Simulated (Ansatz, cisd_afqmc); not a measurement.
Barrier from F- (singlet) + CH3F (SMILES CF) to the saddle point below; all geometries are those of the NHTBH38 set.
```
C
H 1 1.0696
H 1 1.0696 2 120.00
H 1 1.0696 2 120.00 3 -180.00
F 1 1.8238 2 90.00 3 -90.00
F 1 1.8238 2 90.00 3 90.00
```
Charge -1, spin multiplicity 1.

Wanted: barrier height (electronic, no zero-point energy), in kcal/mol. UHF or UKS for unpaired electrons; spin-orbit terms are left out. Cores are frozen in correlated methods. No relativity. AFQMC is phaseless with a CISD trial state; ± is one standard error, without the phaseless bias. Outlying blocks are dropped, and bars are widened where a walk drifts. Over all cases where full CI ran beside it in this data, AFQMC minus full CI had a median of +0.1 mEh and passed +0.4 mEh in a tenth of the cases. CBS(X,Y): correlation extrapolated as X^-3, Hartree-Fock from the larger set. A bracket is a step between two methods taken in the basis named. Double hybrids freeze cores in their MP2 part. def2-TZVPD holds few diffuse functions, which lowers the functionals' binding of the extra electron.

Published benchmark value: -0.3 kcal/mol (Zhao et al., NHTBH38), a best estimate, not a measurement.

```csv
level,program,barrier height (kcal/mol),difference against that value
r2SCANh/def2-TZVPD,Ansatz,-3.8,-3.5
CAM-B3LYP/def2-TZVPD,Ansatz,-1.0,-0.7
B2PLYP/def2-TZVPD,Ansatz,-1.4,-1.1
"CCSD/CBS(aug-cc-pVTZ,aug-cc-pVQZ)",Ansatz,1.7,2.0
AFQMC/CISD/aug-cc-pVDZ,cisd_afqmc,-3.8 ± 0.4,-3.5
"CCSD(T)/CBS(aug-cc-pVTZ,aug-cc-pVQZ) + [AFQMC/CISD - CCSD(T)]/aug-cc-pVDZ",Ansatz + cisd_afqmc,-1.1 ± 0.4,-0.8
```

Ansatz is an electronic-structure program.
